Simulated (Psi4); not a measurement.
# SCAN/cc-pVQZ-F12 (density fitting, sweep point 3) run of NH3S (Thiohydroxylamine)

Aim: the vertical ionisation energy of NH3S (Thiohydroxylamine) at SCAN/cc-pVQZ-F12 (density fitting, sweep point 3), from 2 runs. 

Program for the calculation: Psi4 1.11.

## 1. The system as given

NH3S: 5 atoms, total charge 0, spin state singlet. SMILES: `NS`. Geometry: relaxed at GFN2-xTB. This is one conformer, not always the lowest.

Bond lengths: N1–S2 1.719 Å, N1–H3 1.015 Å, N1–H4 1.015 Å, S2–H5 1.338 Å. Angles: N1–S2–H5 95.5°, S2–N1–H3 109.8°, S2–N1–H4 109.7°, H3–N1–H4 108.9°.

## 2. A single-point energy at SCAN/cc-pVQZ-F12 (density fitting, sweep point 3)

calc.dat reads:

```
memory 1600 MB

molecule {
  0 1
  N     -0.30757182    -0.95884704    -0.43784954
  S      0.31798421     1.80349792     1.15335655
  H      0.02842148    -2.45794787     0.70945988
  H     -2.14670998    -0.99157709    -0.98116470
  H      2.10787611     2.60487408    -0.44382108
  units au
  symmetry c1
}

set {
  reference            rks
  puream               true
  scf_type             df
  dft_radial_points    99
  dft_spherical_points 590
}

e_tot = energy("scan/cc-pVQZ-F12")
```

On the command line:

```
$ psi4 -n 1 calc.dat calc.out
```

calc.out:

```text
[...]
  Running in c1 symmetry.
[...]
  Nuclear repulsion =   57.857555782838908
[...]
  Multiplicity = 1
[...]
  Nalpha       = 13
  Nbeta        = 13
[...]
    Number of basis functions: 285
[...]
   @DF-RKS iter   1:  -454.51409929637873   -4.46921e-02   3.04011e-03 ADIIS/DIIS
[...]
   @DF-RKS iter   9:  -454.78986252324177   -8.32472e-08   3.96310e-07 DIIS
[...]
    Orbital Energies [Eh]
    ---------------------
    Doubly Occupied:
       1A    -88.528041     2A    -14.176393     3A     -7.867907
       4A     -5.814512     5A     -5.810041     6A     -5.803719
       7A     -0.868274     8A     -0.657125     9A     -0.472818
      10A     -0.419965    11A     -0.372099    12A     -0.242259
      13A     -0.223608
[...]
  @DF-RKS Final Energy:  -454.78986252324177
   => Energetics <=
    Nuclear Repulsion Energy =             57.8575557828389080
    One-Electron Energy =                -741.2539653703377098
    Two-Electron Energy =                 262.3546364224263243
    DFT Exchange-Correlation Energy =     -33.7480893581692385
    Empirical Dispersion Energy =           0.0000000000000000
    VV10 Nonlocal Energy =                  0.0000000000000000
    Total Energy =                       -454.7898625232417658
[...]
 Multipole Moments:
 ------------------------------------------------------------------------------------
     Multipole            Electronic (a.u.)      Nuclear  (a.u.)        Total (a.u.)
 ------------------------------------------------------------------------------------
 L = 1.  Multiply by 2.5417464519 to convert [e a0] to [Debye]
 Dipole X            :         -0.0345465           -0.1793958           -0.2139424
 Dipole Y            :          1.3404213           -1.7210766           -0.3806554
 Dipole Z            :          1.2037768           -1.2576994           -0.0539226
 Magnitude           :                                                    0.4399744
[...]
```

It took 58 s on 1 thread of Intel Xeon 6975P-C (Granite Rapids), shared host; peak memory 1.5 GiB.

## 3. The doublet cation

job.dat reads:

```
memory 1600 mb

molecule geom {
  1 2
  N     -0.30757182    -0.95884704    -0.43784954
  S      0.31798421     1.80349792     1.15335655
  H      0.02842148    -2.45794787     0.70945988
  H     -2.14670998    -0.99157709    -0.98116470
  H      2.10787611     2.60487408    -0.44382108
  units bohr
  symmetry c1
}

set basis cc-pVQZ-F12
set reference uks
set puream true
set scf_type df
set dft_radial_points 99
set dft_spherical_points 590
set maxiter 150

energy_value = energy('scan')
print_variables()
```

On the command line:

```
$ psi4 job.dat job.out -n 1
```

job.out:

```text
[...]
  Running in c1 symmetry.
[...]
  Nuclear repulsion =   57.857555782838908
[...]
  Multiplicity = 2
[...]
  Nalpha       = 13
  Nbeta        = 12
[...]
    Number of basis functions: 285
[...]
   @DF-UKS iter   1:  -454.17700362461807    2.92404e-01   2.91062e-03 ADIIS/DIIS
[...]
   @DF-UKS iter   9:  -454.43663883614050   -2.13362e-07   9.06759e-07 DIIS
[...]
   @S^2 Observed:                7.589742115E-01
[...]
    Orbital Energies [Eh]
    ---------------------
    Alpha Occupied:
       1A    -88.905571     2A    -14.440916     3A     -8.237306
       4A     -6.188660     5A     -6.179566     6A     -6.175087
       7A     -1.155070     8A     -0.976941     9A     -0.741428
      10A     -0.712575    11A     -0.674046    12A     -0.586248
      13A     -0.506805
    Alpha Virtual:
      14A     -0.304794    15A     -0.241770    16A     -0.165963
      17A     -0.129651    18A     -0.115870    19A     -0.107367
      20A     -0.087959    21A     -0.069845    22A     -0.065835
      23A     -0.053566    24A     -0.053529    25A     -0.030799
[...]
  @DF-UKS Final Energy:  -454.43663883614050
   => Energetics <=
    Nuclear Repulsion Energy =             57.8575557828389080
    One-Electron Energy =                -732.9993638725788969
    Two-Electron Energy =                 254.1556147003079786
    DFT Exchange-Correlation Energy =     -33.4504454467084429
    Empirical Dispersion Energy =           0.0000000000000000
    VV10 Nonlocal Energy =                  0.0000000000000000
    Total Energy =                       -454.4366388361405029
[...]
 Multipole Moments:
 ------------------------------------------------------------------------------------
     Multipole            Electronic (a.u.)      Nuclear  (a.u.)        Total (a.u.)
 ------------------------------------------------------------------------------------
 L = 1.  Multiply by 2.5417464519 to convert [e a0] to [Debye]
 Dipole X            :          0.1122084           -0.1793958           -0.0671874
 Dipole Y            :          1.6871077           -1.7210766           -0.0339689
 Dipole Z            :          1.3190325           -1.2576994            0.0613330
 Magnitude           :                                                    0.0971071
[...]
```

Run time: 98 s. Hardware: 1 thread of Intel Xeon 6975P-C (Granite Rapids), shared host; peak memory 1.5 GiB.

## 4. Summary of results

At SCAN/cc-pVQZ-F12 (density fitting, sweep point 3):

```
                                          quantity          value
                        singlet NH3S: total energy  -454.78986 Eh
                       singlet NH3S: dipole moment         1.12 D
                         singlet NH3S: HOMO energy       -6.08 eV
                         singlet NH3S: LUMO energy       -0.90 eV
                       singlet NH3S: HOMO–LUMO gap        5.19 eV
                      doublet cation: total energy  -454.43664 Eh
doublet cation: HOMO energy (highest over α and β)      -13.70 eV
 doublet cation: LUMO energy (lowest over α and β)      -12.94 eV
                              doublet cation: ⟨S²⟩          0.759
vertical ionisation energy (to the doublet cation)       9.612 eV
```

In words: Removing an electron at fixed nuclei costs 9.61 eV (222 kcal/mol). −ε(HOMO) before ionisation, 6.08 eV, is 3.53 eV below this ionisation energy.
